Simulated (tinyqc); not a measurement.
RHF in the sto-3g basis, for LiH, spin multiplicity 1, step by step (part 2 of 2). Computed by tinyqc, a small Python program that keeps every step (integrals from PySCF). Command: `OMP_NUM_THREADS=1 python tinyqc.py 31114 31115 out.jsonl` (the two numbers bound the seeds that draw the settings). One thread of a shared host (Intel(R) Xeon(R) Processor @ 2.60GHz), about 0.05 s of CPU time with the checks.

Geometry (angstrom):

| atom | x | y | z |
|---|---|---|---|
| Li | 0.0000 | 0.0000 | 0.0000 |
| H | 0.0000 | 0.0000 | 1.5530 |

## Convergence

Stop when the energy changes by less than 1e-10 hartree and every element of the error matrix X^T (F D S - S D F) X is below 3e-06.

Course of the cycle:

| iteration | E (hartree) | change | largest element of the error matrix |
|---|---|---|---|
| 1 | -4.386428 | - | 1.78e+00 |
| 2 | -7.831666 | -3.45e+00 | 1.51e-01 |
| 3 | -7.857898 | -2.62e-02 | 2.78e-02 |
| 4 | -7.861990 | -4.09e-03 | 1.32e-02 |
| 5 | -7.862813 | -8.23e-04 | 6.03e-03 |
| 6 | -7.862983 | -1.70e-04 | 2.71e-03 |
| 7 | -7.863018 | -3.51e-05 | 1.22e-03 |
| 8 | -7.863025 | -7.30e-06 | 5.43e-04 |
| 9 | -7.863027 | -1.54e-06 | 2.43e-04 |
| 10 | -7.863027 | -3.28e-07 | 1.09e-04 |
| 11 | -7.863027 | -7.14e-08 | 4.85e-05 |
| 12 | -7.863027 | -1.59e-08 | 2.17e-05 |
| 13 | -7.863027 | -3.63e-09 | 1.03e-05 |
| 14 | -7.863027 | -8.53e-10 | 5.44e-06 |
| 15 | -7.863027 | -2.06e-10 | 2.88e-06 |
| 16 | -7.863027 | -5.12e-11 | 1.52e-06 |

PySCF RHF in the same basis = -7.863027 hartree

Converged in 16 iterations.

## Populations, bond orders and dipole

D after iteration 16:
```
          1Li 1s   1Li 2s  1Li 2px  1Li 2py  1Li 2pz    2H 1s
1Li 1s    2.0230  -0.0894   0.0000   0.0000  -0.1317  -0.1753
1Li 2s   -0.0894   0.4089   0.0000   0.0000   0.3132   0.4933
1Li 2px   0.0000   0.0000   0.0000   0.0000   0.0000   0.0000
1Li 2py   0.0000   0.0000   0.0000   0.0000   0.0000   0.0000
1Li 2pz  -0.1317   0.3132   0.0000   0.0000   0.2418   0.3799
2H 1s    -0.1753   0.4933   0.0000   0.0000   0.3799   0.5974
```

overlap S:
```
         1Li 1s  1Li 2s  1Li 2px  1Li 2py  1Li 2pz   2H 1s
1Li 1s   1.0000  0.2411   0.0000   0.0000   0.0000  0.0735
1Li 2s   0.2411  1.0000   0.0000   0.0000   0.0000  0.4070
1Li 2px  0.0000  0.0000   1.0000   0.0000   0.0000  0.0000
1Li 2py  0.0000  0.0000   0.0000   1.0000   0.0000  0.0000
1Li 2pz  0.0000  0.0000   0.0000   0.0000   1.0000  0.5214
2H 1s    0.0735  0.4070   0.0000   0.0000   0.5214  1.0000
```

Mulliken: Z minus the diagonal of D S on the atom; Loewdin: the same with S^(1/2) D S^(1/2); Mayer order: 2 sum_s sum (D(s) S)_ij (D(s) S)_ji over the two atoms.

Charges (e):

| atom | Mulliken | Loewdin |
|---|---|---|
| 1Li | -0.0166 | -0.0132 |
| 2H | 0.0166 | 0.0132 |

Mayer bond orders:

| pair | order |
|---|---|
| 2-1 | 0.9997 |

dipole moment about the origin, x y z (debye): 0.0000  0.0000  -4.8477
